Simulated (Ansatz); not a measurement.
Results of LDA in Ansatz (plane waves, PAW) for hcp Tc.

Run with plane-wave cutoff 520 eV, 30×30×14 k mesh (along the axes of the cell as run), Fermi–Dirac smearing 0.054 eV (set by the program), no spin polarisation, scalar-relativistic PAW data made under PBE.

Cell (measured lattice):

Space group P6₃/mmc (No. 194); a = 2.741 Å, b = 2.741 Å, c = 4.399 Å, α = 90.00°, β = 90.00°, γ = 120.00°

```json
[
 {"atom": "Tc", "site": "2c", "symmetry": "-6m2", "x": "0.3333", "y": "0.6667", "z": "0.2500"}
]
```

Question: Estimate the Voigt–Reuss–Hill shear modulus (Hill average), elastic constant C11, elastic constant C13, elastic constant C66, elastic constant C12, elastic constant C33 and elastic constant C44 that the calculation returns.

Answer: 
- Voigt–Reuss–Hill shear modulus (Hill average): 143 GPa
- elastic constant C11: 479 GPa
- elastic constant C13: 174 GPa
- elastic constant C66: 135 GPa
- elastic constant C12: 208 GPa
- elastic constant C33: 519 GPa
- elastic constant C44: 137 GPa

Note: the cell isn't this level's own, so it is under some stress, which shifts stiffness and frequencies.

Elastic constants are with the ions relaxed.

Computing time: roughly 28 core-minutes.

Ansatz is a first-principles code.
